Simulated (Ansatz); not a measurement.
bcc Rb: LDA at its full settings (plane-wave cutoff 520 eV, 14×14×14 k mesh, Fermi–Dirac smearing 0.05 eV, scalar-relativistic PAW data made under PBE) and at cheaper ones, in a cell of 1 atom with Γ-centred meshes.

```csv
level and setting,equilibrium lattice constant a (Å),bulk modulus B0 (GPa)
LDA (Ansatz),5.376,3.6
LDA (250 eV cutoff) (Ansatz),5.377,3.6
LDA (Γ point alone) (Ansatz),5.487,7.9
LDA (4×4×4 k mesh) (Ansatz),5.433,3.4
```

Largest shifts from the full settings: lattice constant a +2.06 % (LDA (Γ point alone)), against a difference of -3.59 % of the full result from the reference 5.576 Å (measured, low-temperature or extrapolated to 0 K; zero-point anharmonic expansion removed; as tabulated in Csonka et al. (2009), arXiv:0903.4037); bulk modulus +119 % (LDA (Γ point alone)), against a difference of +24 % of the full result from the reference 2.9 GPa (measured, corrected for temperature and zero-point phonon effects, sources range from 2.9 to 3.6; as tabulated in Levämäki et al. (2014), arXiv:1402.3671).

Ansatz's density-functional and Hartree–Fock values are scalar-relativistic unless marked +SOC, with PAW data made under PBE.

Run with cheap settings on purpose, which may leave them unconverged: LDA (250 eV cutoff), LDA (4×4×4 k mesh), LDA (Γ point alone).

Ansatz is a program for electronic structure.
